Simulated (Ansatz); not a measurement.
CH2OS2, SMILES `OC(=S)S`. Charge 0, multiplicity 1. All single points use the PBE0-D4/def2-TZVP geometry. It is one conformer, not always the lowest.

```xyz
6

O     0.403   -0.471   -0.863
C    -0.368   -0.071    0.146
S    -1.877   -0.609    0.427
S     0.397    1.107    1.164
H    -0.116   -1.121   -1.363
H     1.561    1.165    0.490
```

Task: What is the dipole moment at r2SCAN/def2-TZVPP? (Best estimate.)

Result: Computed: 2.53 D, with components (2.18, 0.11, -1.26) D in this frame, pointing from negative to positive charge.

Task: And with PBE, B3LYP, ωB97M-V? (An estimate is asked.)

Result: Computed: PBE 2.39 D, B3LYP 2.37 D, ωB97M-V 2.41 D.

Task: Give the Mulliken charges with r2SCAN, B3LYP, ωB97M-V in def2-TZVPP. (Estimate.)

Result: Computed: 
```csv
atom,r2SCAN,B3LYP,ωB97M-V
O1,-0.25,-0.23,-0.22
C2,0.21,0.21,0.16
S3,-0.28,-0.28,-0.25
S4,-0.02,-0.02,-0.01
H5,0.23,0.21,0.21
H6,0.11,0.12,0.12
```

B3LYP here is the variant with VWN-RPA as its local correlation; programs differ in this.
